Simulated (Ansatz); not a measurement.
# BH2+ (triplet): the correlation ladder, def2-TZVPP

The task here is to estimate one member of a computed series from the others.

The runs use Ansatz 0.2.0, Gaussian basis; def2-TZVPP, core rule «outside noble gas», up to 1 orbitals frozen.

The runs, in order: UHF; ROHF; CCSD(T) on UHF.

2 further runs of the same task are left out: 2 set aside as unsound or not needed.

## The system

The geometry is a PBE0/def2-TZVP stationary point (not a proven minimum) of the parent state, kept for this charge and spin.

3 atoms, charge 1, spin multiplicity 3.

Atoms are counted from 1 here; the program's logs count them from 0.

Bond lengths: B1–H2 1.191 Å, B1–H3 1.191 Å. Angles: H2–B1–H3 129.4°.

Set-up of the first run:

in.yaml

```yaml
crystal:
  periodic: [false, false, false]
  atoms:
    - {symbol: B, position_ang: [0.000000, -0.080006, 0.000000]}
    - {symbol: H, position_ang: [0.000000, 0.429067, -1.077008]}
    - {symbol: H, position_ang: [0.000000, 0.429067, 1.077008]}
basis:
  gaussian: {orbitals: def2-TZVPP}
total_charge: 1
magnetization: {spin_polarized: true, initial_magnetization: 2}
hamiltonian: {xc: hf}
output: {orbitals: {seedname: orbitals}}
```

Command:

```bash
> ansatz run in.yaml --threads 1 --pin off --events-out ev --progress --plain --max-ram 4096MiB --backend cpu
```

Among the steps run: UHF; ROHF; CCSD(T) on UHF.

One table of the session follows, with a row left open; its other results are not shown here.

```
  method  from UCCSD(T) (meV)
    ROHF              +2202.4
     UHF              +1996.7
    UMP2               +526.1
   UCCSD                    ?
UCCSD(T)                    0
```

**Question.** Estimate the row for UCCSD.

**Answer.** from UCCSD(T) (meV): +41.8. In the column «from UCCSD(T) (meV)» it lies between UCCSD(T) (0) and UMP2 (+526.1).
